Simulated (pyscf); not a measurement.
Routes from `[O]=[V]([Cl])([Cl])[Cl]` + `[H][H]`

Candidate steps break at most two bonds and form at most two. Each was searched with GFN2-xTB (tblite) first. PySCF, gas phase, ωB97X-D3(BJ)/def2-SVP geometries. Energies: ωB97M-D3(BJ)/def2-TZVP, kJ/mol, from the separated reactants, singlet surface; ΔG‡ with ideal gas, 1 atm, RRHO with modes under 100 cm⁻¹ raised to 100, one conformer, R ln 2 for chiral ones without a mode under 150 cm⁻¹.

| products | type | ΔE‡ | ΔE | ΔG‡ 298 K | ΔG‡ 900 K | ν‡ (cm⁻¹) |
|---|---|---|---|---|---|---|
| O=VH(Cl)–Cl + HCl | four-centre exchange | 142.4 | +103.3 | 176.3 | 247.5 | 437i |
| HO–VH(Cl)(Cl)–Cl | addition across a multiple bond or ene-type step | 196.5 | +86.7 | 233.8 | 307.2 | 1676i |

Row 1: On the product side the descent ends in an adduct with a Cl–V contact, 7.8 kJ/mol under the separated species and 30.5 kJ/mol under the saddle at ωB97X-D3(BJ)/def2-TZVP. 

Plain bond fissions and candidates not yet searched are not listed, and one of them may be faster. Each barrier is that of the saddle found; lower ones may exist.
